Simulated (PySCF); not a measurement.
Species: methyl thiocyanate, C2H3NS.
SMILES with atom numbers: `[CH3:1][S:2][C:3]#[N:4]` (hydrogens: H5, H6, H7 on C1)

Geometry (PBE0-D3(BJ)/def2-TZVP, Å), atoms numbered from 1 in this order:
```xyz
7
C2H3NS angstrom
C     -0.9599   -0.0249    0.1190
S      0.4454   -1.1553    0.2620
C      1.7038   -0.0503    0.1354
N      2.5907    0.6860    0.0520
H     -0.9440    0.4818   -0.8435
H     -1.8449   -0.6579    0.1870
H     -0.9569    0.6915    0.9377
```

The closed-shell ground state was solved at several levels (PySCF, density fitting, gas phase, non-relativistic). Geometry: PBE0-D3(BJ)/def2-TZVP; no solvent, vibrations or thermal averaging.

```tsv
level	basis functions	HOMO (eV)	LUMO (eV)	gap (eV)	dipole (D)
wB97X-D/pcSseg-2	193	-9.51	0.91	10.42	4.27
B97-2/pcSseg-2	193	-7.45	-0.95	6.50	4.26
KT3/pcSseg-2	193	-6.57	-1.92	4.65	4.16
```

Problem. What might PBE0/pcSseg-2 (193 basis functions) give for the same quantities?

Solution. HOMO -7.69 eV, LUMO -0.90 eV, gap 6.79 eV, dipole 4.27 D.

Problem. Over all these levels, which gives the widest orbital gap and which the narrowest?

Solution. wB97X-D/pcSseg-2 (range-separated hybrid) has the widest, 10.42 eV, and KT3/pcSseg-2 (GGA) the narrowest, 4.65 eV. From the narrowest to the widest the HOMO moves by -2.94 eV and the LUMO by +2.83 eV.

Problem. In the pcSseg-2 basis, how does the gap go with the fixed share of exact exchange?

Solution. KT3 (0 %) 4.65 eV; B97-2 (21 %) 6.50 eV; PBE0 (25 %) 6.79 eV. Each rise in the share widens the gap here.

Problem. How far do the dipole and the HOMO energy spread over the levels?

Solution. The dipole runs from 4.16 to 4.27 D (mean 4.24 D) and the HOMO from -9.51 to -6.57 eV.
